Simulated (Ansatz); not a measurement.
# C2H4N2O: one species, many methods

The task here is to estimate one member of a computed series from the others.

Method: functionals in def2-TZVPP, the program's frozen cores in correlated methods; program: Ansatz 0.2.0, Gaussian basis.

The runs, in order: LDA (SPW92), PBE-D4, revPBE-D4, BLYP-D4, r2SCAN-D4, B97M-V, PBE0-D4, B3LYP-D4, r2SCANh-D4, r2SCAN0-D4, HSE06-D4, BHLYP-D4, CAM-B3LYP-D4, LC-ωPBE, ωB97X-V, ωB97M-V, B2PLYP, PBE-QIDH; CCSD(T)/def2-SVP; CCSD(T)/def2-TZVPP; MP2/def2-QZVPP; extrapolation to the limit; RPA on PBE.

## The geometry

The geometry comes from an earlier relaxation with PBE0-D4 in a triple-zeta def2 set; it is a stationary point, not always the lowest conformer.

SMILES `NC1(O)C=N1`, 9 atoms, charge 0, spin multiplicity 1.

Atoms are counted from 1 here; the program's logs count them from 0.

Bond lengths: N1–C2 1.408 Å, N1–H6 1.012 Å, N1–H7 1.009 Å, C2–O3 1.380 Å, C2–C4 1.426 Å, C2–N5 1.495 Å, O3–H8 0.961 Å, C4–N5 1.268 Å, C4–H9 1.088 Å. Angles: C2–N1–H6 110.5°, C2–N1–H7 111.6°, H6–N1–H7 110.0°, N1–C2–O3 108.5°, N1–C2–C4 123.7°, N1–C2–N5 122.2°, O3–C2–C4 123.0°, O3–C2–N5 117.3°, C4–C2–N5 51.4°, C2–O3–H8 107.9°, C2–C4–N5 67.1°, C2–C4–H9 156.2°, N5–C4–H9 136.7°, C2–N5–C4 61.5°.

Geometry (Å):

```xyz
9

N     0.11606   -0.09854   -1.37592
C     0.17357   -0.02797    0.02876
O     1.49929   -0.01698    0.41353
C    -0.88179   -0.45898    0.88621
N    -0.77930    0.80379    0.82496
H     0.75882    0.56495   -1.79008
H    -0.81911    0.06649   -1.71796
H     1.54194    0.29910    1.32005
H    -1.52098   -1.17816    1.39335
```

The first run:

in.yaml reads:

```yaml
crystal:
  periodic: [false, false, false]
  atoms:
    - {symbol: N, position_ang: [0.116057, -0.098536, -1.375917]}
    - {symbol: C, position_ang: [0.173569, -0.027972, 0.028759]}
    - {symbol: O, position_ang: [1.499294, -0.016977, 0.413530]}
    - {symbol: C, position_ang: [-0.881795, -0.458977, 0.886210]}
    - {symbol: N, position_ang: [-0.779300, 0.803787, 0.824956]}
    - {symbol: H, position_ang: [0.758820, 0.564949, -1.790075]}
    - {symbol: H, position_ang: [-0.819107, 0.066488, -1.717962]}
    - {symbol: H, position_ang: [1.541942, 0.299103, 1.320046]}
    - {symbol: H, position_ang: [-1.520979, -1.178163, 1.393353]}
basis:
  gaussian: {orbitals: def2-TZVPP}
hamiltonian: {xc: lda}
output: {orbitals: {seedname: orbitals}}
```

Started as:

```bash
> ansatz run in.yaml --threads 2 --pin off --events-out ev --progress --plain --max-ram 4352MiB
```

Among the steps run: LDA; PBE-D4 (GGA); revPBE-D4 (GGA); BLYP-D4 (GGA); r2SCAN-D4 (meta-GGA); B97M-V (meta-GGA); B3LYP-D4 (hybrid); r2SCANh-D4 (hybrid); r2SCAN0-D4 (hybrid); HSE06-D4 (hybrid); BHLYP-D4 (hybrid); CAM-B3LYP-D4 (range-separated); LC-ωPBE (range-separated); ωB97X-V (range-separated); ωB97M-V (range-separated); B2PLYP (double hybrid); PBE-QIDH (double hybrid).

One table of the session follows, with a row left open; its other results are not shown here.

It belongs to the step «Frontier levels by functional». 

```
  functional  HOMO (eV)  gap (eV)
 LDA (SPW92)      -5.42      3.20
      PBE-D4      -5.26      3.32
   revPBE-D4      -5.19      3.36
     BLYP-D4      -5.18      3.35
   r2SCAN-D4      -5.48      3.76
      B97M-V      -5.59      4.00
     PBE0-D4      -6.62      5.82
    B3LYP-D4      -6.43      5.34
  r2SCANh-D4      -6.00      4.69
  r2SCAN0-D4      -6.78      6.10
    HSE06-D4      -6.21      5.03
    BHLYP-D4          ?         ?
CAM-B3LYP-D4      -8.05      8.44
     LC-ωPBE      -9.36     11.04
     ωB97X-V      -9.00     10.59
     ωB97M-V      -8.92     10.42
```

**Question.** Estimate the row for BHLYP-D4.

Worked estimate for «HOMO (eV)». Against the share of exact exchange, BLYP-D4 (0, -5.18), B3LYP-D4 (0.2, -6.43) give a slope of -6.25 per unit share; at 0.5 the line stands at -8.30.

As computed: HOMO (eV): -7.94; gap (eV): 8.35. In «HOMO (eV)» the line misses by -0.36.
